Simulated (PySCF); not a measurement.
Methyl formate, C2H4O2.
Structure used (PBE0-D3(BJ)/def2-SVP), in Å, numbered top down from 1:
```
atom  x, y, z in Å
C1    -1.007   -0.157    0.101
O2     0.302   -0.661    0.321
C3     1.299    0.117   -0.089
O4     1.177    1.186   -0.615
H5    -1.152    0.111   -0.956
H6    -1.699   -0.955    0.392
H7    -1.187    0.740    0.713
H8     2.266   -0.380    0.133
```

A calculation gives these core lines: C 1s: 292.90 (area 1), 295.00 (area 1) eV; O 1s: 538.28 (area 1), 539.99 (area 1) eV.

The calculation used PySCF, delta-SCF UKS SCAN, pcX-2 on the ionised atom, pcseg-1 elsewhere, spin-free X2C. Isolated species at its PBE0-D3(BJ)/def2-SVP geometry (one conformer only).

Which carbon gives which C 1s line?

292.90 eV: C1 (methoxy carbon); 295.00 eV: C3 (ester carbonyl carbon). Lowest listed C 1s: C1, bonded to O and 3 H. Highest, 2.10 eV above it: C3, bonded to O (double bond), O and H. Summing the Pauling electronegativity differences to the bonded atoms, each weighted by its formal bond order, gives -0.16 for the lowest site and +2.32 for the highest.

Order the oxygen atoms by O 1s binding energy.

538.28 eV: O4 (ester carbonyl oxygen); 539.99 eV: O2 (ester single-bonded oxygen). The listed O 1s values span 1.71 eV, from O4 (bonded to C (double bond)) to O2 (bonded to 2 C). Summing the Pauling electronegativity differences to the bonded atoms, each weighted by its formal bond order, gives -1.78 for the lowest site and -1.78 for the highest; the sum is the same at every site.

Bonded neighbours of each site: C1: O and 3 H; O2: 2 C; C3: O (double bond), O and H; O4: C (double bond).

Which photon energy gives electrons from C 1s of C1 a kinetic energy of 100 eV, and what is their de Broglie wavelength?

hν = 292.90 + 100 = 392.90 eV, recoil neglected; λ = 12.264 Å/√(E/eV) = 1.23 Å.
